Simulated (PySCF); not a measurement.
# Diatomics of C with the second period

PBE0 with triple-zeta basis sets in PySCF, for the lowest determinant that a PBE0 search found; no spin–orbit coupling. De refers to high-spin ground-configuration atoms. A positive dipole means M(−)C(+).

```
 M         basis  state (unpaired electrons)  Re (Å)  ωe (cm⁻¹)  De (eV)  μ (D)
Li  x2c-TZVPPall         quartet (σ ↑, π ↑↑)   1.877        702     2.65  -6.21
 B    def2-TZVPP         quartet (σ ↑, π ↑↑)   1.479       1211     4.71  -1.51
 C    def2-TZVPP          triplet (σ ↑, π ↑)   1.301       1711     6.30    n/a
 N  x2c-TZVPPall               doublet (σ ↑)   1.160       2183     7.73   1.48
 O    def2-TZVPP      singlet (closed shell)   1.123       2240    11.08  -0.13
 F    def2-TZVPP               doublet (π ↑)   1.268       1339     5.84  -0.80
```

The shortest bond is that of CO (1.123 Å), the longest that of LiC (1.877 Å). CO is bound most strongly (11.08 eV) and LiC least (2.65 eV).

The rows differ in basis set, which adds steps of its own.

The state changes along the series, so neighbouring rows are not always alike in their bonding.

States were picked by a PBE0 search and need not be the measured ground states.
